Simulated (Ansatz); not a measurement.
Program: Ansatz. Geometries: PBE0-D4/def2-TZVP. ΔE: electronic, gas phase. CCSD(T)/CBS is the MP2 limit (def2-TZVPP, def2-QZVPP) plus CCSD(T) − MP2 in def2-TZVPP, frozen cores. DFT in def2-TZVPP. B3LYP here is the variant with VWN-RPA as its local correlation; programs differ in this. One conformer a species, not always the lowest.

Reaction (substitution at a C–C bond): `CCCCC=O` + CH₃NH₂ → `CNC=O` + `CCCC`

```json
{"level": "PBE-D4", "ΔE (kJ/mol)": "-82.1", "difference from CCSD(T)/CBS": "-15.6"}
{"level": "r2SCAN-D4", "ΔE (kJ/mol)": "-83.2", "difference from CCSD(T)/CBS": "-16.7"}
{"level": "PBE0-D4", "ΔE (kJ/mol)": "-78.6", "difference from CCSD(T)/CBS": "-12.1"}
{"level": "B3LYP-D4", "ΔE (kJ/mol)": "-78.1", "difference from CCSD(T)/CBS": "-11.6"}
{"level": "ωB97X-V", "ΔE (kJ/mol)": "-72.9", "difference from CCSD(T)/CBS": "-6.4"}
{"level": "ωB97M-V", "ΔE (kJ/mol)": "-70.9", "difference from CCSD(T)/CBS": "-4.4"}
{"level": "B2PLYP", "ΔE (kJ/mol)": "-78.0", "difference from CCSD(T)/CBS": "-11.5"}
{"level": "PBE", "ΔE (kJ/mol)": "-84.9", "difference from CCSD(T)/CBS": "-18.4"}
{"level": "r2SCAN", "ΔE (kJ/mol)": "-84.2", "difference from CCSD(T)/CBS": "-17.7"}
{"level": "PBE0", "ΔE (kJ/mol)": "-81.2", "difference from CCSD(T)/CBS": "-14.7"}
{"level": "B3LYP", "ΔE (kJ/mol)": "-82.3", "difference from CCSD(T)/CBS": "-15.8"}
{"level": "HF/def2-TZVPP", "ΔE (kJ/mol)": "-73.7", "difference from CCSD(T)/CBS": "-7.2"}
{"level": "MP2/def2-TZVPP", "ΔE (kJ/mol)": "-71.0", "difference from CCSD(T)/CBS": "-4.5"}
{"level": "SCS-MP2/def2-TZVPP", "ΔE (kJ/mol)": "-68.6", "difference from CCSD(T)/CBS": "-2.1"}
{"level": "CCSD/def2-TZVPP", "ΔE (kJ/mol)": "-65.6", "difference from CCSD(T)/CBS": "0.9"}
{"level": "CCSD(T)/def2-TZVPP", "ΔE (kJ/mol)": "-66.7", "difference from CCSD(T)/CBS": "-0.2"}
{"level": "HF/def2-QZVPP", "ΔE (kJ/mol)": "-73.5", "difference from CCSD(T)/CBS": "-7.0"}
{"level": "MP2/def2-QZVPP", "ΔE (kJ/mol)": "-70.9", "difference from CCSD(T)/CBS": "-4.4"}
{"level": "SCS-MP2/def2-QZVPP", "ΔE (kJ/mol)": "-68.4", "difference from CCSD(T)/CBS": "-1.9"}
{"level": "HF/CBS(def2)", "ΔE (kJ/mol)": "-73.5", "difference from CCSD(T)/CBS": "-7.0"}
{"level": "MP2/CBS(def2)", "ΔE (kJ/mol)": "-70.8", "difference from CCSD(T)/CBS": "-4.3"}
{"level": "CCSD/CBS(def2)", "ΔE (kJ/mol)": "-65.4", "difference from CCSD(T)/CBS": "1.1"}
{"level": "CCSD(T)/CBS", "ΔE (kJ/mol)": "-66.5", "difference from CCSD(T)/CBS": "0"}
```

Largest T1 diagnostic among the species: 0.015.

From PBE to PBE0 (25 % exact exchange), in def2-TZVPP and without D4, ΔE moves by +3.7 kJ/mol. The D4 term adds +4.2 kJ/mol with B3LYP and +2.6 kJ/mol with PBE0; it sums over pairs of atoms, weighted by their polarisabilities, and B3LYP, whose exchange is more repulsive, gets the larger term.
